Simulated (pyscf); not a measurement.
`[CH3][Se][CH3]` + `[H]` [doublet] -> `[CH4]` + `[CH3][Se]` [doublet], a substitution at C (doublet surface; C–Se broken, C–H formed). PySCF, gas phase, ωB97X-D3(BJ)/def2-SVP geometries. Energies in kcal/mol from the separated reactants.

Small-basis levels: PySCF, no dispersion term, spherical d functions. Open shells are spin-unrestricted. 

Q: In single points HF/6-31G*+LANL2DZ puts the saddle at 24.5 kcal/mol and the reaction energy at -50.4 kcal/mol. Should these be trusted to within a few kcal/mol? Compare with ωB97M-D3(BJ)/def2-TZVP.

A: ωB97M-D3(BJ)/def2-TZVP gives ΔE‡ = 15.8 kcal/mol and ΔE = -43.7 kcal/mol. HF/6-31G*+LANL2DZ lies 8.7 kcal/mol over it in the barrier and 6.8 kcal/mol under it in the reaction energy, so on this step it does not hold to within 3.0 kcal/mol. ωB97M-D3(BJ)/def2-TZVP has limits of its own. Abstraction by the radical was not located in this set and often lies lower. This is the saddle that the search found; another between the same sides may lie lower. The angle at the attacked C is 179°. In the def2 sets elements up to Kr have no core potential.
